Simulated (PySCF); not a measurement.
These are PySCF 2.14.0 with PBE-D3(BJ)/def2-TZVP // r2SCAN-D4/def2-TZVP values and carry that method's errors. Isolated molecules, 0 K electronic values unless said otherwise. Excitations are Tamm–Dancoff values on a coarser integration grid. The basis has no diffuse functions, so Rydberg states are missing or too high.

Reference species (SMILES): `C=O` (neutral, multiplicity 1).

```yaml
S1 excitation (TDA): 3.93 eV
T1 excitation (TDA): 3.21 eV
HOMO: -6.19 eV
```

After one change: the S1 excitation (TDA) decreases by 1.13 eV; the T1 excitation (TDA) falls by 0.74 eV; the HOMO increases by 0.12 eV.

### Question
What was changed between the two runs? The new species is one of these.
A. `O=[SiH2]`
B. `[O]=[GeH2]`
C. `N=[SiH2]`
D. `[SiH2]=S`

### Answer
D, `[SiH2]=S`
